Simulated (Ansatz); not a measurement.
**CH5 (doublet): from Hartree-Fock to the top rungs at distance H1–H2 along a hydrogen transfer = 0.944 Å, cc-pVDZ**

Aim: climb from Hartree-Fock through coupled cluster and multireference methods for CH5 (doublet) at one geometry and basis, and see what each rung misses.

Method: cc-pVDZ, core rule «outside noble gas», up to 1 orbitals frozen; program: Ansatz 0.2.0, Gaussian basis.

To be run: UHF; CCSD(T) on ROHF; CCSD(T) on UHF; BCCD(T) on ROHF; CISD; CCSDT(Q) on ROHF; CCSDT(Q) on UHF; CASSCF and MRCISD+Q, 3 electrons in 3 orbitals; CASSCF and NEVPT2, 3 electrons in 3 orbitals; CASSCF and MRCISD+Q, 9 electrons in 9 orbitals; CASSCF and NEVPT4(SD), 9 electrons in 9 orbitals; CASSCF and NEVPT2, 9 electrons in 9 orbitals.

7 further runs of the same task are left out: 6 that didn't finish, 1 set aside as unsound or not needed.

## Step 1: The system

The geometry derives from fragments relaxed apart (PBE0/def2-TZVP) and kept rigid, so it is no stationary point. A hydrogen atom is moved between rigid fragments.

6 atoms, charge 0, spin multiplicity 2.

Atoms are counted from 1 here; the program's logs count them from 0.

Bond lengths: H2–C3 1.123 Å, C3–H4 1.080 Å, C3–H5 1.080 Å, C3–H6 1.080 Å. Angles: H2–C3–H4 90.0°, H2–C3–H5 90.0°, H2–C3–H6 90.0°, H4–C3–H5 120.0°, H4–C3–H6 120.0°, H5–C3–H6 120.0°.

Coordinates:

```xyz
6

H    -1.8784    0.0000    0.0000
H    -0.9344    0.0000    0.0000
C     0.1886    0.0000    0.0000
H     0.1886   -1.0800    0.0000
H     0.1886    0.5400    0.9353
H     0.1886    0.5400   -0.9353
```

## Step 2: UHF

The input, in.yaml:

```yaml
crystal:
  periodic: [false, false, false]
  atoms:
    - {symbol: H, position_ang: [-1.878422, 0.000000, 0.000000]}
    - {symbol: H, position_ang: [-0.934422, 0.000000, 0.000000]}
    - {symbol: C, position_ang: [0.188578, 0.000000, 0.000000]}
    - {symbol: H, position_ang: [0.188578, -1.080023, 0.000000]}
    - {symbol: H, position_ang: [0.188578, 0.540011, 0.935327]}
    - {symbol: H, position_ang: [0.188578, 0.540012, -0.935327]}
basis:
  gaussian: {orbitals: cc-pVDZ}
magnetization: {spin_polarized: true, initial_magnetization: 1}
hamiltonian: {xc: hf}
output: {orbitals: {seedname: orbitals}}
```

Run with:

```console
$ ansatz run in.yaml --threads 1 --pin off --events-out ev --progress --plain --max-ram 2393MiB
```

The runs that follow: CCSD(T) on ROHF; CCSD(T) on UHF; BCCD(T) on ROHF; CISD; CCSDT(Q) on ROHF; CCSDT(Q) on UHF; CASSCF and MRCISD+Q, 3 electrons in 3 orbitals; CASSCF and NEVPT2, 3 electrons in 3 orbitals; CASSCF and MRCISD+Q, 9 electrons in 9 orbitals; CASSCF and NEVPT4(SD), 9 electrons in 9 orbitals; CASSCF and NEVPT2, 9 electrons in 9 orbitals.

Q: Predict the results of all the runs planned. Wanted: UCCSDT(Q) below the RHF energy; RMP2 from UCCSDT(Q); UMP2 from UCCSDT(Q); RCCSD from UCCSDT(Q); RCCSD(T) from UCCSDT(Q); UCCSD(T) from UCCSDT(Q); RCCSDT(Q) from UCCSDT(Q); NEVPT2 pair from UCCSDT(Q); MRCISD+Q pair from UCCSDT(Q).

As calculated:

| quantity | value |
| --- | --- |
| UCCSDT(Q) below the RHF energy | -5.7938 eV |
| RMP2 from UCCSDT(Q) | +830.4 meV |
| UMP2 from UCCSDT(Q) | +875.0 meV |
| RCCSD from UCCSDT(Q) | +149.7 meV |
| RCCSD(T) from UCCSDT(Q) | +19.5 meV |
| UCCSD(T) from UCCSDT(Q) | +19.9 meV |
| RCCSDT(Q) from UCCSDT(Q) | +0.2 meV |
| NEVPT2 pair from UCCSDT(Q) | +815.5 meV |
| MRCISD+Q pair from UCCSDT(Q) | +31.6 meV |
| NEVPT2 valence from UCCSDT(Q) | +809.1 meV |
| levels within 1 kcal/mol (43 meV) | RCCSD(T), UCCSD(T), BCCD(T), RCCSDT, UCCSDT, RCCSDT(Q), MRCISD+Q pair, MRCISD+Q valence |
| T1 diagnostic | 0.019 |
| effectively unpaired electrons | 1.02 |

In words: RCCSD(T) misses by +19.5 meV, 0.3 % of the correlation energy. One determinant dominates. Of the multireference levels listed MRCISD+Q valence comes nearest in total energy (+7.4 meV), which doesn't show that its space is the better one. These misses are within one basis, not against nature; the frozen cores of restricted and unrestricted runs differ, which can shift their rows.
